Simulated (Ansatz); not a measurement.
# C2F2: geometry and frequencies at several levels

An exercise on one series of results from a longer session: the logs are not shown, and one member is left open.

Program: Ansatz 0.2.0. Level of theory: the levels named in each step. These are calculated values, not measurements.

## Starting point

Bond lengths: F1–C2 1.284 Å, C2–C3 1.192 Å, C3–F4 1.284 Å. Angles: F1–C2–C3 180.0°, C2–C3–F4 180.0°.

Structure file:

```xyz
4

F     0.0000    0.0000   -1.8798
C     0.0000    0.0000   -0.5959
C     0.0000    0.0000    0.5959
F     0.0000    0.0000    1.8798
```

Set-up of the first run:

Contents of input.yaml:

```yaml
crystal:
  periodic: [false, false, false]
  atoms:
    - { symbol: F, position_ang: [0.0, 0.0, -1.87975] }
    - { symbol: C, position_ang: [0.0, 0.0, -0.59591] }
    - { symbol: C, position_ang: [0.0, 0.0, 0.59588] }
    - { symbol: F, position_ang: [0.0, 0.0, 1.87979] }
basis:
  gaussian: { orbitals: def2-SVP }
hamiltonian:
  xc: pbe
  dispersion: d4
relax:
  f_tol: 0.03
  max_steps: 200
```

On the command line:

```
$ ansatz run input.yaml --threads 2 --pin off --max-ram 5120MiB --backend cpu --events-out ev --progress --plain --runs-dir out
```

Steps of the session up to this table: A rough first relaxation, PBE-D4/def2-SVP; Relaxation, PBE0-D4/def2-TZVPP; Frequencies, PBE0-D4/def2-TZVPP; Relaxation, PBE-D4/def2-TZVPP; Frequencies, PBE-D4/def2-TZVPP; Relaxation, r2SCAN-D4/def2-TZVPP; Frequencies, r2SCAN-D4/def2-TZVPP; Relaxation, B3LYP-D4/def2-TZVPP; Frequencies, B3LYP-D4/def2-TZVPP; Relaxation, B2PLYP/def2-TZVPP; Frequencies, B2PLYP/def2-TZVPP.

One table of the session follows, with a row left open; its other results are not shown here.

| level | F1–C2 (Å) | C2–C3 (Å) | C3–F4 (Å) | rotational constants (MHz) | highest frequency (cm⁻¹) |
| --- | --- | --- | --- | --- | --- |
| PBE0-D4/def2-TZVPP | 1.2775 | 1.1839 | 1.2775 | 3579 | 2580 |
| PBE-D4/def2-TZVPP | 1.2910 | 1.1974 | 1.2910 | 3502.5 | 2472 |
| r2SCAN-D4/def2-TZVPP | 1.2819 | 1.1873 | 1.2819 | 3555.9 | 2546 |
| B3LYP-D4/def2-TZVPP | 1.2850 | 1.1841 | 1.2850 | 3551.9 | 2548 |
| B2PLYP/def2-TZVPP | ? | ? | ? | ? | ? |

Q: Estimate the row for B2PLYP/def2-TZVPP from the others.

**Answer.** F1–C2 (Å): 1.2854; C2–C3 (Å): 1.1879; C3–F4 (Å): 1.2854; rotational constants (MHz): 3542.2; highest frequency (cm⁻¹): 2523. In the column «F1–C2 (Å)» it lies between B3LYP-D4/def2-TZVPP (1.2850) and PBE-D4/def2-TZVPP (1.2910).
